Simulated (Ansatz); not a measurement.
# Rock-salt CdO: elastic constant C44 by level of theory

No measured value is used here.

| level (code) | value (GPa) | cell (Å³/atom) |
|---|---|---|
| LDA (Ansatz) | 48.4 | 12.44 |
| PBE (Ansatz) | … | 13.55 |
| LC-ωPBE (Ansatz) | 60.4 | 12.74 |
| Hartree–Fock (Ansatz) | 77.6 | 13.30 |

Task: Fill in the missing entries.

Result: 
- PBE (Ansatz, a first-principles code), value (GPa): 47.3

LDA, PBE: the solid has no gap at this level, which affects its response. Each level is taken at its own relaxed cell. K meshes differ between the levels. Ansatz's density-functional and Hartree–Fock values are scalar-relativistic unless marked +SOC, with PAW data made under PBE.
